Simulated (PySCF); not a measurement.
# Working out the ionisation energy of Li

Li [He] 2s1 (2S) → Li⁺ 1s2 (1S). All numbers are calculated (PySCF 2.14, scalar relativity by spin-free X2C-1e, in aug-cc-pCVTZ-DK with one added diffuse shell each of s, p, d, f type (8s7p5d3f, 75 functions)). Frozen: nothing. Energies in hartree (1 hartree = 27.21139 eV):

| part | Li (lower) | Li⁺ (upper) |
| --- | --- | --- |
| UHF | -7.433380 | -7.237041 |
| CCSD correlation | -0.041567 | -0.040210 |
| (T) | -0.000022 | 0.000000 |

**Question.** What does Hartree-Fock give?

**Answer.** (-7.237041) − (-7.433380) = 0.196339 hartree = 5.343 eV.

**Question.** What do CCSD and CCSD(T) give?

**Answer.** The CCSD correlation energies differ by 0.001357 hartree = 0.037 eV and the triples by 0.000022 hartree = 0.001 eV, so CCSD gives 5.380 eV and CCSD(T) 5.381 eV.

Measured between the centres of the two terms (NIST): 5.392 eV, so CCSD(T) (valence and next inner shell) is off by -0.011 eV.

What remains against the reference includes basis incompleteness and higher excitations.
